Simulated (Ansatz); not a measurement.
The input, for Ansatz 0.2.0:

```yaml
crystal:
  periodic: [false, false, false]
  atoms:
    - {symbol: Al, position_ang: [0.000000, -0.107696, 1.237712]}
    - {symbol: P, position_ang: [0.000000, 0.051009, -1.143237]}
    - {symbol: H, position_ang: [0.000000, 1.315423, 1.999097]}
basis:
  gaussian: {orbitals: 6-31G}
magnetization: {spin_polarized: false, initial_magnetization: 5}
correlation: {method: ccsdtq, electrons: outside_noble_gas}
```

```sh
$ ansatz run in.yaml --threads 1 --pin off --events-out ev --progress --plain --max-ram 2393MiB
```

Log:

```
559 factors; integrals over basis functions are off by at most 9.3e-8 eV
mean field evaluation 1: about -15863.4536 eV, gradient 8.9e0 eV
mean field evaluation 2: about -15863.4602 eV, gradient 8.9e0 eV
mean field evaluation 4: about -15864.6947 eV, gradient 1.8e0 eV
mean field evaluation 8: about -15864.8246 eV, gradient 2.4e-3 eV
mean field evaluation 16: about -15864.6737 eV, gradient 1.8e0 eV
mean field evaluation 32: about -15861.2459 eV, gradient 1.2e-2 eV
mean field evaluation 64: about -15861.2452 eV, gradient 1.6e0 eV
mean field -15864.82461259 eV, -583.0215509482 hartree, gradient 1.1e-6 eV, S^2 8.750000; 1 other end points of the search recorded, 0 dependent functions left out
determinant -15864.82461259 eV, -583.0215509482 hartree, with singles and doubles -15866.25772026 eV, -583.0742166840 hartree
determinant -15862.37125404 eV, -582.9313916847 hartree, with singles and doubles -15863.99155608 eV, -582.9909366862 hartree
10 core orbitals not correlated: weight in the atoms' cores, before any rotation towards them, 1.000 or more for the frozen orbitals, at most 0.000 for the correlated occupied ones
reference -15864.82461259 eV, -583.0215509482 hartree; 7, 2 occupied and 11, 16 virtual orbitals, 559 factors
second order -0.93801898 eV of doubles, -0.01318644 eV of singles
cycle   1  -1.22757119 eV  change   -2.8e-1 eV  update   5.8e-2
cycle   2  -1.42531304 eV  change   -2.0e-1 eV  update   3.3e-2
cycle   3  -1.45696928 eV  change   -3.2e-2 eV  update   1.7e-2
cycle   4  -1.46911379 eV  change   -1.2e-2 eV  update   8.3e-3
cycle   5  -1.47276125 eV  change   -3.6e-3 eV  update   4.2e-3
cycle   6  -1.47233907 eV  change    4.2e-4 eV  update   1.4e-3
cycle   7  -1.47267089 eV  change   -3.3e-4 eV  update   6.8e-4
cycle   8  -1.47295105 eV  change   -2.8e-4 eV  update   3.3e-4
cycle   9  -1.47285358 eV  change    9.7e-5 eV  update   1.3e-4
cycle  10  -1.47288141 eV  change   -2.8e-5 eV  update   5.8e-5
cycle  11  -1.47289003 eV  change   -8.6e-6 eV  update   2.7e-5
cycle  12  -1.47289725 eV  change   -7.2e-6 eV  update   1.1e-5
cycle  13  -1.47289286 eV  change    4.4e-6 eV  update   4.3e-6
cycle  14  -1.47288908 eV  change    3.8e-6 eV  update   2.0e-6
cycle  15  -1.47288875 eV  change    3.2e-7 eV  update   6.4e-7
Total energy: -15866.29750134 eV, -583.0756786115 hartree
```

For the same geometry and basis full CI lies 0.0 meV higher.

Ran on 1 thread of Arm Neoverse V1, shared host: 22 s wall, 0.23 GiB peak host memory.
